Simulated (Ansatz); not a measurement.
# [Cl···H···Cl], doublet: the ladder up to UCCSDT(Q)

Geometry: a point of a hydrogen-transfer path between rigid fragments, not a stationary point.

| atom | x (Å) | y (Å) | z (Å) |
| --- | --- | --- | --- |
| Cl | 0.0000 | 0.0000 | -1.7727 |
| H | 0.0000 | 0.0000 | 0.2113 |
| Cl | 0.0000 | 0.0000 | 1.5613 |

Basis cc-pVDZ; Ansatz 0.2.0. Correlated methods freeze the noble-gas cores, which leaves 15 electrons in 31 orbitals. Prefix R: restricted or restricted open-shell reference; prefix U: unrestricted. Active spaces: pair = (3e, 3o) about the gap; valence = (15e, 9o) chosen from the atoms' valence shells.

Full CI isn't at hand for all of this; UCCSDT(Q) serves as the reference, and is uncertain by about the last step of the cluster series. The frozen core follows each run's orbitals, which can shift R against U totals by a few meV.

For open shells CISD is restricted-active-space CI with the open shells as a complete middle space.

The UHF ⟨S²⟩ is 0.756 and the T1 diagnostic (RCCSD) is 0.0096. The largest doubles amplitude (RCCSD) is 0.043 and the T1 diagnostic (UCCSD) is 0.0064.

```json
{"level": "UHF", "E − E(RHF) (eV)": "-0.1112"}
{"level": "RMP2", "E − E(RHF) (eV)": "-7.2478"}
{"level": "UMP2", "E − E(RHF) (eV)": "-7.2313"}
{"level": "RCCSD", "E − E(RHF) (eV)": "-8.1010"}
{"level": "UCCSD", "E − E(RHF) (eV)": "-8.1036"}
{"level": "RCCSD(T)", "E − E(RHF) (eV)": "-8.2157"}
{"level": "UCCSD(T)", "E − E(RHF) (eV)": "-8.2162"}
```

**Question.** Estimate how far UCCSDT(Q) in cc-pVDZ lies from RCCSD(T). The table doesn't fix it; the size of (T) and the diagnostics are the guide.

**Answer.** UCCSDT(Q) in cc-pVDZ lies 0.59 kcal/mol below RCCSD(T), which is 22 % of the (T) step (-2.65 kcal/mol). The diagnostics are small and one determinant leads, so the series closes fast and only a small part of (T) is left.

The other levels:

| level | E − E(UCCSDT(Q)) (kcal/mol) | share of correlation (%) | wall time |
| --- | --- | --- | --- |
| CISD | 18.40 | 90.32 | 3 s |
| BCCD(T) | 0.58 | 99.69 | 3.7 s |
| RCCSDT | 0.29 | 99.85 | – |
| UCCSDT | 0.28 | 99.85 | – |
| RCCSDT(Q) | 0.01 | 100.00 | 19 s |
| CASSCF (pair space) | 179.69 | 5.45 | – |
| NEVPT2 (pair space) | 22.91 | 87.94 | 2.7 s |
| MRCISD (pair space) | 16.36 | 91.39 | – |
| MRCISD+Q (pair space) | 0.56 | 99.71 | 3.2 s |
| CASSCF (valence space) | 178.73 | 5.96 | – |
| NEVPT2 (valence space) | 39.66 | 79.13 | 1.8 s |
| MRCISD (valence space) | 16.23 | 91.46 | – |
| MRCISD+Q (valence space) | 0.71 | 99.62 | 3 s |

The correlation energy at UCCSDT(Q), counted from RHF, is -8.241 eV. That run took 20 s on 1 thread of Arm Neoverse V2, shared host.

Times hold each run's SCF and search for its determinant on a shared host, so for small cases they say little of a method's own cost; they ran on 1 thread of Arm Neoverse V2.

Natural occupations of CASSCF (valence space) about the gap: 2.000 1.999 1.999 1.976 1.000 0.026; effectively unpaired electrons, Σ n²(2−n)², 1.00.
